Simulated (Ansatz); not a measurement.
# C3H5NO: basis-set convergence

The task here is to estimate one member of a computed series from the others.

The runs use Ansatz 0.2.0, Gaussian basis; one geometry, several basis sets.

Levels to be run: PBE0-D4/def2-SVP; ωB97M-V/def2-SVP; PBE0-D4/def2-QZVPP; ωB97M-V/def2-QZVPP; the functionals' def2-TZVPP values are taken from earlier runs.

## The relaxed structure

An earlier PBE0-D4 in a triple-zeta def2 set relaxation fixed the geometry.

10 atoms, charge 0, spin multiplicity 1.

Atoms are counted from 1 here; the program's logs count them from 0.

Bond lengths: O1–C2 1.327 Å, O1–H6 0.967 Å, C2–N3 1.278 Å, C2–C5 1.487 Å, N3–C4 1.491 Å, C4–C5 1.548 Å, C4–H7 1.092 Å, C4–H8 1.092 Å, C5–H9 1.091 Å, C5–H10 1.091 Å. Angles: C2–O1–H6 107.5°, O1–C2–N3 129.2°, O1–C2–C5 129.4°, N3–C2–C5 101.4°, C2–N3–C4 89.1°, N3–C4–C5 89.7°, N3–C4–H7 112.8°, N3–C4–H8 112.8°, C5–C4–H7 115.4°, C5–C4–H8 115.4°, H7–C4–H8 109.7°, C2–C5–C4 79.8°, C2–C5–H9 115.8°, C2–C5–H10 115.8°, C4–C5–H9 116.5°, C4–C5–H10 116.5°, H9–C5–H10 109.8°.

The first run:

File in.yaml:

```yaml
crystal:
  periodic: [false, false, false]
  atoms:
    - {symbol: O, position_ang: [-1.072995, 1.811395, -0.123093]}
    - {symbol: C, position_ang: [-0.482226, 0.624003, -0.169686]}
    - {symbol: N, position_ang: [-0.691099, -0.350952, -0.968937]}
    - {symbol: C, position_ang: [0.367828, -1.126159, -0.261051]}
    - {symbol: C, position_ang: [0.597568, 0.072326, 0.691798]}
    - {symbol: H, position_ang: [-1.731919, 1.836662, -0.831015]}
    - {symbol: H, position_ang: [1.210582, -1.377548, -0.907748]}
    - {symbol: H, position_ang: [-0.016668, -2.032020, 0.211411]}
    - {symbol: H, position_ang: [0.337634, -0.081499, 1.739967]}
    - {symbol: H, position_ang: [1.564294, 0.572692, 0.621354]}
basis:
  gaussian: {orbitals: def2-SVP}
hamiltonian: {xc: pbe0, dispersion: d4}
output: {orbitals: {seedname: orbitals}}
```

Run with:

```bash
ansatz run in.yaml --threads 4 --pin off --events-out ev --progress --plain --max-ram 10444MiB
```

Steps of the session up to this table: PBE0-D4 in def2-SVP; ωB97M-V in def2-SVP; PBE0-D4 in def2-QZVPP; ωB97M-V in def2-QZVPP.

One of the session's tables, all rows but one given; the rest of the session is left out.

It belongs to the step «Density functionals: the series». 

```
functional       basis  HOMO (eV)  LUMO (eV)
   PBE0-D4    def2-SVP      -7.43       0.99
   PBE0-D4  def2-TZVPP      -7.57       0.76
   PBE0-D4  def2-QZVPP          ?          ?
   ωB97M-V    def2-SVP      -9.68       3.30
   ωB97M-V  def2-TZVPP      -9.85       2.58
   ωB97M-V  def2-QZVPP      -9.89       1.89
```

Estimate the missing values for PBE0-D4, def2-QZVPP.

The run gave: HOMO (eV): -7.62; LUMO (eV): 0.66. In the column «HOMO (eV)» it lies between ωB97M-V, def2-SVP (-9.68) and PBE0-D4, def2-TZVPP (-7.57).
